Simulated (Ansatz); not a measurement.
# SiH (quartet): wave-function methods side by side, aug-cc-pVTZ

An exercise on one series of results from a longer session: the logs are not shown, and one member is left open.

Method: aug-cc-pVTZ, core rule «outside noble gas», up to 5 orbitals frozen; program: Ansatz 0.2.0, Gaussian basis.

To be run: UHF; CCSD(T) on ROHF; CCSD(T) on UHF; BCCD(T) on ROHF; CCSDT(Q) on ROHF; CCSDT(Q) on UHF; CASSCF and MRCISD+Q, 5 electrons in 5 orbitals; CASSCF and NEVPT2, 5 electrons in 5 orbitals.

19 further runs of the same task are left out: 9 that didn't finish, 10 set aside as unsound or not needed. Runs told in other sessions of the task aren't counted.

## The geometry

The geometry is a PBE0/def2-TZVPD stationary point (not a proven minimum) of the parent state, kept for this charge and spin.

2 atoms, charge 0, spin multiplicity 4.

Atoms are counted from 1 here; the program's logs count them from 0.

Bond lengths: Si1–H2 1.559 Å.

Set-up of the first run:

in.yaml

```yaml
crystal:
  periodic: [false, false, false]
  atoms:
    - {symbol: Si, position_ang: [0.000000, 0.000000, 0.000000]}
    - {symbol: H, position_ang: [0.000000, 0.000000, 1.559400]}
basis:
  gaussian: {orbitals: aug-cc-pVTZ}
magnetization: {spin_polarized: true, initial_magnetization: 3}
hamiltonian: {xc: hf}
output: {orbitals: {seedname: orbitals}}
```

The run is started by

```
> ansatz run in.yaml --threads 1 --pin off --events-out ev --progress --plain --max-ram 2393MiB
```

Among the steps run: UHF; CCSD(T) on ROHF; CCSD(T) on UHF; BCCD(T) on ROHF; CCSDT(Q) on ROHF; CCSDT(Q) on UHF; CASSCF and MRCISD+Q, 5 electrons in 5 orbitals; CASSCF and NEVPT2, 5 electrons in 5 orbitals.

One table of the session follows, with a row left open; its other results are not shown here.

| method | from UCCSDT(Q) (kJ/mol) |
| --- | --- |
| ROHF | +229.3 |
| UHF | +225.7 |
| RMP2 | +60.5 |
| UMP2 | +59.8 |
| RCCSD | +11.2 |
| UCCSD | ? |
| RCCSD(T) | +2.8 |
| UCCSD(T) | +2.6 |
| BCCD(T) | +2.8 |
| RCCSDT | +0.5 |
| UCCSDT | +0.2 |
| RCCSDT(Q) | +0.2 |
| UCCSDT(Q) | 0 |
| CASSCF valence | +181.0 |
| NEVPT2 valence | +57.1 |
| MRCISD valence | +13.5 |
| MRCISD+Q valence | +5.5 |

Q: Estimate the row for UCCSD from the others.

The run gave: from UCCSDT(Q) (kJ/mol): +10.9. In the column «from UCCSDT(Q) (kJ/mol)» it lies between MRCISD+Q valence (+5.5) and RCCSD (+11.2).

Caveats from the session: Restricted and unrestricted rows rest on different reference determinants; a gap between their highest levels can come from leftover correlation error, from unlike frozen cores or from another state.
